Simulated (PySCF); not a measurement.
Ligands exchanged one at a time, B H-Cl. Gas-phase values, no solvent. Strings in code marks are SMILES.

Level of theory: CAM-B3LYP-D3(BJ)/def2-TZVP in PySCF 2.14.0. All candidates: neutral, multiplicity 1. Delta-SCF ions had no search for a lower state. 

HOMO–LUMO gap: 10.58 eV
vertical ionisation energy (Delta-SCF): 13.19 eV
dipole moment: 0.00 D

Task: Say which member has these values.
(A) `BCl`
(B) `B`
(C) `ClBCl`
(D) `ClB(Cl)Cl`

Result: B, `B`. The others give `ClB(Cl)Cl`: 9.95 eV, 11.58 eV, 0.00 D; `ClBCl`: 10.09 eV, 11.87 eV, 0.50 D; `BCl`: 9.37 eV, 11.45 eV, 0.60 D
